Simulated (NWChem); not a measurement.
# Correlation energy of phosphine (H3P)

```xyz
4

P     -0.1302    -0.0034     0.0000
H      0.6666    -0.5810     1.0357
H      0.6666    -0.5810    -1.0357
H      0.6204     1.2123     0.0000
```
Charge 0, spin multiplicity 1.

Program: NWChem. The geometry was optimised at PBE0/def2-SVP, a minimum by its harmonic frequencies.

Basis set: cc-pVTZ. Each correlation energy counts from its own Hartree-Fock reference.

The correlated methods keep 5 core orbitals frozen. Coupled-cluster values serve here as a point of comparison, not as the truth.

Question: Order these methods by the correlation energy they give, lowest first: CCSD(T), RI-MP2, CR-CCSD[T], SCS-MP2.

Answer: CCSD(T) (-205.5 mHa), CR-CCSD[T] (-204.7 mHa), SCS-MP2 (-180.4 mHa), RI-MP2 (-170.4 mHa)
